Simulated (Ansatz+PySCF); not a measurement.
The numbers below are computed, except where a source is named.
Several solutions for singlet H2S

```tsv
atom	x (Å)	y (Å)	z (Å)
S	0.0000	0.0000	-0.2080
H	0.0000	1.9430	1.6643
H	0.0000	-1.9430	1.6643
```

Basis set: 6-31G (spherical functions). Charge 0, multiplicity 1.

PBE0 (unrestricted) was run from several starts with Ansatz (development build ahead of 0.2.0) and PySCF 2.14.0.

```csv
run,program,start,converged,energy (hartree),<S²>
A,Ansatz,stability test followed,yes,-398.95831,–
B,Ansatz,"atomic start, no search",yes,-398.89837,0.00
C,Ansatz,stability test followed,yes,-398.95830,1.67
D,Ansatz,search for the lowest state,yes,-398.95830,1.67
E,PySCF,program defaults,yes,-398.89837,0.00
```

Which runs reached the lowest solution of this kind, and what is wrong with the others?

A, C, D reached the lowest solution found. Converged but too high: B by 1.63 eV, E by 1.63 eV. Convergence only shows a stationary point, and even a stable one can lie too high; stability tests and further starts are what find lower ones. Caution: charge can spread falsely over distant fragments. Caution: the unrestricted determinant is spin contaminated.
